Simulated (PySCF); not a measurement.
## First hyperpolarisability: `C(C)(C)=NN`, C3H8N2

Geometry:
```
atom   x (Å)   y (Å)   z (Å)
  C1  -0.899   1.410  -0.422
  C2  -0.017   0.212  -0.264
  C3  -0.629  -1.090   0.170
  N4   1.229   0.341  -0.531
  N5   2.032  -0.745  -0.456
  H6  -1.693   1.226  -1.167
  H7  -1.405   1.666   0.525
  H8  -0.301   2.270  -0.749
  H9  -1.703  -0.987   0.373
 H10  -0.495  -1.863  -0.606
 H11  -0.156  -1.477   1.091
 H12   1.774  -1.461   0.225
 H13   3.002  -0.471  -0.362
```

Level of theory: PySCF 2.14.0, quadratic response PBE0/def2-SVPD first hyperpolarisability, Taylor convention, gas phase. Geometry: PBE0-D3(BJ)/def2-SVP.

(1) Give β for the processes computed.

(2) Which lowest excitations, dipole and polarisabilities go with it?

Answers

(1) In au, Taylor convention; the vector part is βᵢ = ⅓ Σⱼ (βᵢⱼⱼ + βⱼᵢⱼ + βⱼⱼᵢ); β∥ is 3/5 of the vector part along the dipole, the dipole points from − to +:
```csv
process,λ (nm),β vector norm,β∥,β HRS,depolarisation ratio
"static β(0;0,0)",∞,160.8,-43.2,65.0,5.43
"second harmonic β(−2ω;ω,ω)",1064,190.0,-50.7,77.4,5.26
"Pockels β(−ω;ω,0)",1064,169.6,-45.4,–,–
"second harmonic β(−2ω;ω,ω)",800,219.3,-58.3,89.9,5.11
"Pockels β(−ω;ω,0)",800,177.0,-47.3,–,–
```

(2) S1 5.73 eV (f = 0.022); S2 6.06 eV (f = 0.053); S3 6.43 eV (f = 0.186); dipole 2.00 D; isotropic α 57.5 au static, 58.1 au at 1064 nm, 58.5 au at 800 nm, 59.9 au at 532 nm, 62.0 au at 400 nm.
